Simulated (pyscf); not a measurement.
Single points on ωB97X-D3(BJ)/def2-SVP structures (PySCF, gas phase).

Task: HO–B(Cl)–Cl + NH₃ -> H₂O + H₂N–B(Cl)–Cl
Surface: singlet. Broken: B–O, H–N. Formed: H–O, B–N. Give ΔE‡ and ΔE from ωB97M-D3(BJ)/def2-TZVP, relative to the separated reactants.

Result: ΔE‡ = 0.58 eV, ΔE = +0.09 eV. Zero-point energy shifts the barrier by +0.01 eV. It is a four-centre exchange, with an imaginary mode of 1265i cm⁻¹. On the reactant side the descent ends in an adduct with a B–N contact, 0.86 eV under the separated species and 1.42 eV under the saddle at ωB97X-D3(BJ)/def2-TZVP. On the product side the descent ends in an adduct with a B–O contact, 0.09 eV over the separated species and 0.39 eV under the saddle at ωB97X-D3(BJ)/def2-TZVP. What is counted as formed (B–N) is already present as a longer contact in the reactant adduct; forming that adduct is a step of its own. What is counted as broken (B–O) persists as a longer contact in the product adduct; parting that adduct is a step of its own. The same reactants have a lower exit, to H₂N–B(OH)–Cl + HCl (barrier +0.19 eV at ωB97M-D3(BJ)/def2-TZVP, against +0.58 eV here). One saddle was located; it need not be the lowest between these sides.
